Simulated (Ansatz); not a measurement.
System: fcc Ir. Method: PBEsol+SOC in Ansatz (plane waves, PAW).

Excerpt of the program's output:

```
Crystal: 1 atoms, lattice volume = 13.510 Å³
Basis set: ecut = 520 eV, 339 PW (Γ), exchange–correlation on 40×40×40 points (8 copies of the dense FFT grid, shifted against one another)
Bands: 26, of which v1, the nominal top of the filled ones, is band 17 counted from 1 (16 counted from 0)
Symmetry: 48 space group operations + 48 with time reversal
k-points: 413 of 13824
Initial density: superposition of atomic densities (chi_scale 0.1, normalization cell)
Functional: x = pbesol(κ = 0.804, μ = 0.12345679012345678), c = pbesol(β = 0.046)
SCF 1 converged in 7 iterations: F = -11830.257465 eV  dr2 = 6.38e-11
SCF converged after 7 iterations
Free energy (F): -11830.257465 eV
Internal energy: -11830.250037 eV  (E = F + TS)
E sigma→0 (E₀):  -11830.253751 eV
Fermi energy:    27.249715 eV
--- Stress (GPa, compression-positive) ---
       17.171524       0.000000       0.000000
        0.000000      17.171524      -0.000000
        0.000000       0.000000      17.171524
  P = ⅓ Tr σ = 17.1715 GPa (171.715 kbar)
```

Problem. Write an input file that could have produced this run (the log leaves some choices open).

Solution. This is not unique; one that fits is 
Ansatz 0.2 input:
```yaml
crystal:
  lattice:
    - [0.0, 1.8903379586, 1.8903379586]
    - [1.8903379586, 0.0, 1.8903379586]
    - [1.8903379586, 1.8903379586, 0.0]
  atoms:
    - { symbol: Ir, position: [0.0, 0.0, 0.0] }
basis:
  ecutwfc: 520
  ecutrho_ratio: 4
  xc_grid: 2
kpoints:
  mp_grid: { grid: [24, 24, 24] }
hamiltonian:
  xc: pbesol
  dispersion: none
  pseudopotentials: { kind: paw }
scf:
  occupations: { method: fermi_dirac, width: 0.05 }
  convergence: { dr2_threshold: 0.0000000001 }
output:
  forces: false
  stress: true
  eigenvalues: true
magnetization:
  noncollinear: true
  spin_orbit: true
```

The cell is one volume of an energy–volume scan, off the minimum.

The PAW data were made under PBE.

It cost very roughly 28 core-seconds of CPU time.

Ansatz is an electronic-structure program.
